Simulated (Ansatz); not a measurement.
# CH₂N (doublet): the correlation ladder, def2-QZVPP

One table from this session's results is given with a row withheld; the runs are named, their logs left out.

Method: def2-QZVPP, core rule «outside noble gas», up to 2 orbitals frozen; program: Ansatz 0.2.0, Gaussian basis.

The runs, in order: UHF; ROHF; CCSD(T) on UHF.

2 further runs of the same task are left out: 2 set aside as unsound or not needed.

## The geometry

The geometry is a PBE0/def2-TZVP stationary point (not a proven minimum).

4 atoms, charge 0, spin multiplicity 2.

Atoms are counted from 1 here; the program's logs count them from 0.

Bond lengths: N1–C2 1.286 Å, N1–H3 1.022 Å, N1–H4 1.022 Å. Angles: C2–N1–H3 123.0°, C2–N1–H4 123.0°, H3–N1–H4 114.0°.

Geometry (Å):

```xyz
4
CH2N
N     0.0000    0.0000    0.5108
C     0.0000    0.0000   -0.7748
H     0.0000    0.8569    1.0670
H     0.0000   -0.8569    1.0670
```

The first run:

File in.yaml:

```yaml
crystal:
  periodic: [false, false, false]
  atoms:
    - {symbol: N, position_ang: [0.000000, 0.000000, 0.510827]}
    - {symbol: C, position_ang: [0.000000, 0.000000, -0.774802]}
    - {symbol: H, position_ang: [0.000000, 0.856858, 1.066986]}
    - {symbol: H, position_ang: [0.000000, -0.856858, 1.066986]}
basis:
  gaussian: {orbitals: "def2-QZVPP.json"}
magnetization: {spin_polarized: true, initial_magnetization: 1}
hamiltonian: {xc: hf}
output: {orbitals: {seedname: orbitals}}
```

Launch:

```
$ ansatz run in.yaml --threads 1 --pin off --events-out ev --progress --plain --max-ram 2393MiB
```

Among the steps run: UHF; ROHF; CCSD(T) on UHF.

One table of the session follows, with a row left open; its other results are not shown here.

```
  method  from UCCSD(T) (meV)
    ROHF             +10413.6
     UHF             +10265.6
    UMP2                    ?
   UCCSD               +427.3
UCCSD(T)                    0
```

Q: Estimate the row for UMP2 from the others.

**Answer.** from UCCSD(T) (meV): +926.8. In the column «from UCCSD(T) (meV)» it lies between UCCSD (+427.3) and UHF (+10265.6).
